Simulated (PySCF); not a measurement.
An unknown is described by computed data only.

Elements present: C, H and S. Monoisotopic mass: 62.0190 u.

- NMR, other nuclei: isotropic shieldings of nuclei other than C and H, by class: 567 (1 S) ppm [GIAO PBE0/pcSseg-1]
- 13C NMR: chemical shifts (computed TMS as zero) by class: 27.0 (1 C), 23.8 (1 C) ppm [GIAO PBE0/pcSseg-1]
- 1H NMR: chemical shifts (computed TMS as zero) by class: 2.47 (2 H), 1.38 (1 H), 1.33 (3 H) ppm [GIAO PBE0/pcSseg-1]
- UV, first state: lowest singlet excitation: 5.49 eV (226 nm, f = 0.008) [TDDFT PBE0/def2-SVPD]
- Rotational structure: rotational constants A, B, C: 28.517, 5.371, 4.903 GHz [GFN2-xTB]
- Dipole: 1.78 D [PBE0/def2-SVPD]

Electronic properties: PySCF, gas phase, density fitting. Levels stand in brackets. Geometry: GFN2-xTB, one conformer, isolated molecule. NMR classes are plain means over equivalent atoms (diastereotopic ones count apart unless rotation or inversion swaps them), as if these changed places fast.

Q: Which formula fits the mass and the elements?

A: C2H6S (calculated 62.0190). No other formula that holds each of these elements comes within 0.0003 u with a fitting electron parity and a possible valence count.

Q: Give a SMILES that accounts for the data.

A: Numbering: `[CH3:1][CH2:2][SH:3]`. Its formula, C2H6S, gives 0 degrees of unsaturation, so no ring and no π bond. 2 carbons fall into 2 classes; from least to most shielded: sp3 carbon bound to sulfur [C2] (27.0 ppm), methyl carbon [C1] (23.8 ppm). Hydrogen classes from least to most shielded: 2 H on an sp3 carbon bound to sulfur, C2 (2.47 ppm, a mean of values up to 0.8 ppm apart in this geometry), 1 H on a thiol sulfur, S3 (1.38 ppm), 3 H on a methyl carbon, C1 (1.33 ppm, a mean of values up to 0.5 ppm apart in this geometry). The other shieldings belong to: 567 ppm, thiol sulfur [S3]. By its constants the optimised geometry is an asymmetric top. Structure: ethanethiol (`CCS`). Computed isomers that give other values at the same levels: `CSC` (dimethyl sulfide) (13C chemical shifts (computed TMS as zero) by class: 23.1 (2 C) ppm). The assignments are read from this structure; whether some other isomer fits the data as well wasn't checked.

The values belong to the conformer `[CH3:1][CH2:2][SH:3]`: H–S3–C2–C1 -60°.
